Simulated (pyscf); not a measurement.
H₃C–CH₂–ZnH + NH₃ → H₃C–CH₂–ZnH + NH₃ (four-centre exchange; singlet surface; H–Zn, H–N broken, H–Zn, H–N formed). Structures and frequencies: ωB97X-D3(BJ)/def2-SVP in PySCF. Energies in kcal/mol from the separated reactants.

```
level                   barrier  reaction energy
----------------------  -------  ---------------
ωB97X-D3(BJ)/def2-TZVP     54.2              0.0
r²SCAN/def2-TZVP           49.4              0.0
B3LYP-D3(BJ)/def2-TZVP        ?              0.0
PBE0-D3(BJ)/def2-TZVP      45.9              0.0
ωB97M-D3(BJ)/def2-TZVP     50.5              0.0
HF/def2-TZVP                  ?              0.0
```

What belongs in the gaps?


- B3LYP-D3(BJ)/def2-TZVP, barrier: 46.5
- HF/def2-TZVP, barrier: 58.8

The functionals in the table span 8.3 kcal/mol in this barrier, from PBE0-D3(BJ) to ωB97X-D3(BJ)/def2-TZVP. The same reactants have a lower exit, to H₃C–CH₃ + H₂N–ZnH (barrier +26.0 kcal/mol at ωB97M-D3(BJ)/def2-TZVP, against +50.5 kcal/mol here). One saddle was located; it need not be the lowest between these sides. Elements up to Kr have no core potential and no relativistic terms here.
